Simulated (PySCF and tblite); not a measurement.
The numbers below are computed, except where a source is named.
System: C₄H₆FN, numbered as in [H]/[N:6]=[C:4](\[C:2](=[CH2:1])[F:3])[CH3:5].

Level: PBE0/pcSseg-1 + D3(BJ) on GFN2-xTB stationary points, with GFN2-xTB thermal terms. Rate constants are transition-state-theory values, counting equivalent paths, without tunnelling. Run with tblite and PySCF.

Question: How high is the barrier to the rotation about the C2–C4 bond (torsion C1–C2–C4–C5 from 180° to 360°, rising), through which structure does it pass, and what rate follows at 298 K?

Answer: The electronic barrier is 4.3 kcal/mol and ΔG‡(298 K) 4.5 kcal/mol, over a C1 saddle with an imaginary mode of 68i cm⁻¹ (GFN2-xTB). With 2 equivalent paths, k is 6.5×10⁹ s⁻¹, a mean lifetime of the start of 150 ps against this motion. The end lies 2.4 kcal/mol below the start in free energy.
